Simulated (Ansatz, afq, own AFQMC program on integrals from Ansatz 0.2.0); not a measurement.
**Where AFQMC and coupled cluster stand for Ge₂, quintet**

```xyz
2

Ge    0.0000    0.0000    0.0000
Ge    0.0000    0.0000    2.3831
```

Basis cc-pVTZ. Noble-gas cores (and the filled d shells of Ga–Kr and In–Xe) are frozen. Integrals, coupled cluster, full CI and functionals: Ansatz 0.2.0; the random walks run on the same integrals in our own AFQMC program. The CISD trial takes its coefficients from CCSD amplitudes. Released means that phaseless walkers are propagated on without the constraint, phases kept. ± is one standard error of the sampling. No spin–orbit coupling.

Determinant: UHF, the one that the program's search chose, which needn't be the lowest solution. The geometry is a PBE0/def2-TZVP stationary point of this or a neighbouring charge and spin state.

No full CI on the walks' own integrals is used here; CCSDT(Q) serves as the reference and is uncertain by about the last step of the cluster series.

Cautions: no relativity below Rb; no spin-orbit coupling; inner d shell frozen; another spin lies lower (by 1.32 eV); the released energies are still falling, so no released level is given (meV from the phaseless value at times in 1/Eh: -3 ± 3 at 0.24, -8 ± 3 at 0.51, -13 ± 3 at 0.99, -16.2 ± 2.3 at 1.62, -20.5 ± 2.1 at 2.40), though the last usable value meets CCSDT(Q) within the noise.

- T1 diagnostic: 0.0145
- weight of the determinant in the CISD state: 0.883
- ⟨S²⟩ of the determinant: 6.012
- size of the correlated space: 8 electrons in 58 orbitals

| level | correlation energy (eV) |
| --- | --- |
| MP2 | -3.4946 |
| CCSD | -4.1486 |
| CCSD(T) | -4.3664 |

(1) Estimate where phaseless AFQMC with the Hartree–Fock trial lies against CCSD(T) on the same integrals.

(1) 0.29 ± 0.76 mEh above CCSD(T). The gap is under twice the noise, so this walk alone can't tell the two apart.

Reference: CCSDT(Q), correlation energy -4.417 eV.

```csv
level,E − E(reference) (mEh),share of correlation (%)
CCSD(T),1.87,98.85
CCSDT,0.47,99.71
ph-AFQMC/HF,2.16 ± 0.76,98.67
ph-AFQMC/CISD,0.74 ± 0.16,99.54
```

A walk keeps the symmetry of its determinant, which the program's search chose and which needn't be the lowest solution, so a lower state of the same spin and another symmetry isn't excluded.
